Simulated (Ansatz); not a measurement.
Compare A (`C=CCCO`) with its isomer B (`CC(C)=CO`).

Isolated molecules relaxed with PBE0-D4/def2-TZVP in Ansatz; ΔE leaves out vibrations. CCSD(T)/CBS is the MP2 limit (def2-TZVPP, def2-QZVPP) plus CCSD(T) − MP2 in def2-TZVPP, frozen cores. DFT in def2-TZVPP. B3LYP here is the variant with VWN-RPA as its local correlation; programs differ in this. One conformer a species, not always the lowest.

Which isomer does CCSD(T)/CBS put lower? Give the gap. (Estimate.)

Computed: B, by 6.7 kcal/mol.

Give E(B) − E(A) in kcal/mol with B3LYP-D4, B2PLYP, PBE-D4, MP2/def2-TZVPP, CCSD(T)/def2-TZVPP, HF/def2-TZVPP, r2SCAN-D4. (Estimate.)

Ansatz gave: B3LYP-D4 -8.3, B2PLYP -8.0, PBE-D4 -9.6, MP2/def2-TZVPP -7.6, CCSD(T)/def2-TZVPP -6.6, HF/def2-TZVPP -6.1, r2SCAN-D4 -9.1. None reverses the order clearly.

Largest T1 diagnostic: 0.011.

From PBE to PBE0 (25 % exact exchange), in def2-TZVPP and without D4, E(B) − E(A) moves by +0.8 kcal/mol.
